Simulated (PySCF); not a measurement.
Stepwise substitution at one centre (B Cl-Br). All species are isolated molecules in the gas phase. Strings in code marks are SMILES.

The HOMO–LUMO gap from two functionals at the same geometries (PBE0-D4/def2-TZVP), both in PySCF: PBE-D3(BJ)/def2-TZVP and PBE0-D4/def2-TZVP. 

| species | PBE-D3(BJ)/def2-TZVP (eV) | PBE0-D4/def2-TZVP (eV) |
|---|---|---|
| 0 of 3 Cl replaced by Br (`ClB(Cl)Cl`) | 5.04 | 7.40 |
| 1 of 3 Cl replaced by Br (`BrB(Cl)Cl`) | 4.59 | 6.83 |
| 2 of 3 Cl replaced by Br (`B(Br)(Cl)Br`) | 4.32 | 6.48 |
| 3 of 3 Cl replaced by Br (`BrB(Br)Br`) | 4.09 | 6.21 |

Over these rows, drawn at random from the members with no instability flagged (it was tested for open shells, ions and some series alone), PBE minus PBE0-D4: mean -2.22 eV, from -2.36 eV to -2.12 eV.
